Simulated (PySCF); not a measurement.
2-Butene, (Z)-, C4H8, SMILES C/C=C\C, point group C2v.

Level: PBE0/pcSseg-1 in PySCF (density fitting, grid level 2); geometry and Hessian at that level, cubic constants and property derivatives from steps of ±0.6 along each species' dimensionless normal coordinates, second-order vibrational perturbation theory. The parent has the commonest isotopes.

Equilibrium geometry (Å):

```csv
atom,x,y,z
C1,0.0436,-0.8657,-2.5843
C2,0.6011,0.5156,-2.4786
C3,0.6563,1.2947,-1.3981
C4,0.1747,0.9834,-0.0193
H5,-0.3547,-1.2405,-1.6372
H6,0.8126,-1.5709,-2.9263
H7,-0.7652,-0.9035,-3.3259
H8,1.0091,0.9241,-3.4051
H9,1.1054,2.2821,-1.5218
H10,-0.2690,-0.0127,0.0640
H11,-0.5787,1.7136,0.3043
H12,0.9984,1.0446,0.7041
```

Give the equilibrium and ground-state rotational constants (MHz) of parent; ¹³C at 1.


```
 species     Ae      Be      Ce     A0      B0      C0  Δ0 (u Å²)  harmonic ZPE (cm⁻¹)
  parent  16419  5102.8  4089.4  16251  5080.4  4063.8     -6.215                23744
¹³C at 1  16267  4978.2  3999.9  16101  4956.7  3975.2     -6.214                23704
```

Δ0 = Ic − Ia − Ib from the ground-state constants.

How is the parent's vibrational correction B0 − Be made up?


```
axis  harmonic  Coriolis  cubic  total (MHz)
   a      40.3     -86.5   -122         -168
   b      8.54     -10.2  -20.8        -22.5
   c      3.22     -3.99  -24.8        -25.6
```

And its quartic centrifugal distortion constants from the harmonic force field?

Asymmetric top, A reduction, Ir representation: ΔJ = 2.68 kHz, ΔJK = -10.4 kHz, ΔK = 49.6 kHz, δJ = 0.761 kHz, δK = 1.4 kHz.

A mode lies under 250 cm⁻¹, where this perturbation treatment is rough. Internal rotors are held in one well.
